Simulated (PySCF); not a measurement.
An unknown is described by computed data only.

Formula: C2H3ClF2.

| Quantity | Value |
| --- | --- |
| 13C NMR | chemical shifts (computed TMS as zero) by class: 122.3 (1 C), 49.2 (1 C) ppm [GIAO KT2/pcSseg-2] |
| Rotational structure | rotational constants A, B, C: 9.084, 2.188, 1.862 GHz [PBE0-D3(BJ)/def2-SVP] |
| XPS | Cl2p3/2 206.7, C1s 293.1, C1s 296.3, F1s 693.7 (×2), Cl1s 2829.3 eV [ΔSCF SCAN, pcX-2 on the ionised atom, pcseg-1 elsewhere, spin-free X2C, 2p3/2 from a spin–orbit splitting computed afterwards within the 2p shell] |
| NMR, other nuclei | isotropic shieldings of nuclei other than C and H, by class: 290 (2 F), 875 (1 Cl) ppm [GIAO KT2/pcSseg-2] |
| 1H NMR | chemical shifts (computed TMS as zero) by class: 5.91 (1 H), 3.48 (2 H) ppm [GIAO KT2/pcSseg-2] |
| UV, first state | lowest singlet excitation: 7.53 eV (165 nm, f = 0.003) [TDDFT wB97X-D/def2-SVPD] |
| Dipole | 1.52 D [wB97X-D/def2-SVPD] |
| Polarisability | 41.5 au [wB97X-D/def2-SVPD] |
| Triplet | lowest triplet excitation (Tamm–Dancoff): 6.82 eV [TDA wB97X-D/def2-SVPD] |

The electronic properties come from PySCF, for the isolated species, density fitting. Levels stand in brackets. Isolated species at its PBE0-D3(BJ)/def2-SVP geometry (one conformer only). NMR values are class means; diastereotopic atoms form classes of their own.

Q: Propose a structure and show how it fits.

A: Numbering: `[F:1][CH:2]([F:3])[CH2:4][Cl:5]`. Its formula, C2H3ClF2, gives 0 degrees of unsaturation, so no ring and no π bond. 2 carbons fall into 2 classes; from least to most shielded: CHF2 carbon [C2] (122.3 ppm), sp3 C–Cl carbon [C4] (49.2 ppm). Hydrogen classes from least to most shielded: 1 H on a CHF2 carbon, C2 (5.91 ppm), 2 H on an sp3 C–Cl carbon, C4 (3.48 ppm). The other shieldings belong to: 290 ppm, fluorine of a CF2 group [F1/F3]; 875 ppm, alkyl chlorine [Cl5]. The core levels belong to: Cl2p3/2 206.7 eV, alkyl chlorine [Cl5]; C1s 293.1 eV, sp3 C–Cl carbon [C4]; C1s 296.3 eV, CHF2 carbon [C2]; F1s 693.7 eV, fluorine of a CF2 group [F1/F3]; Cl1s 2829.3 eV, alkyl chlorine [Cl5]. One atom of each topological class was ionised and stands for its class. The optimised geometry has point group C1 and is an asymmetric top. Structure: 2-chloro-1,1-difluoroethane (`FC(F)CCl`). Computed isomers that give other values at the same levels: `CC(F)(F)Cl` (core binding energies: Cl2p3/2 206.6, C1s 292.0, C1s 297.4, F1s 693.9 (×2), Cl1s 2829.2 eV). The assignments are read from this structure; whether some other isomer fits the data as well wasn't checked.

Shape of the structure used: `[F:1][CH:2]([F:3])[CH2:4][Cl:5]`: F1–C2–C4–Cl5 67°.
